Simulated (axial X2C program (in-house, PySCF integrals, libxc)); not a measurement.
# Worked dissociation energy of Si₂: MP2, spin-free

Computed with an axial X2C code built on PySCF integrals. Spin-free means the one-electron spin-free X2C Hamiltonian. Basis: Si dyall-v3z [8s7p2d1f] (cores contracted in-house); Gaussian nuclei, density fitting, unrestricted open shells. Masses: Si 27.977 u.

Molecular state: M_S = 1, Λ = 0 (beyond evenly filled blocks: π+α, π-α).

Correlated methods: 8 electrons correlated (number of frozen shells: Si 2 s, 1 p), 140 virtual spin orbitals or spinors in MP2.

| Item | Value |
| --- | --- |
| E(Si) (2M_S = 2, M_L = 0) | -289.520026 hartree |
| E(Si₂) at Re | -579.150361 hartree |
| ωe | 517.8 cm⁻¹ |
| ωexe | 2.06 cm⁻¹ |

Question: Work out De and D0.

Answer: De = -289.520026 + (-289.520026) − (-579.150361) = 0.11031 hartree = 3.002 eV. The zero-point energy is ωe/2 − ωexe/4 = 258 cm⁻¹ = 0.032 eV, so D0 = 2.970 eV.

One determinant describes the state; a PBE0 search over occupations chose it and may have missed a lower one. De is counted from the lowest determinant-based energies of the atoms at the same level, without counterpoise correction. PBE0 can misorder states that lie within some tenths of an eV, so this need not be the ground state of the molecule. The nearest other spin-free determinant of the search, M_S = 1, Λ = 1, lies 0.38 eV up at the distance of the search.

Each atomic determinant is the lowest at this level and need not be a pure term. Totals compare only within one Hamiltonian and basis.
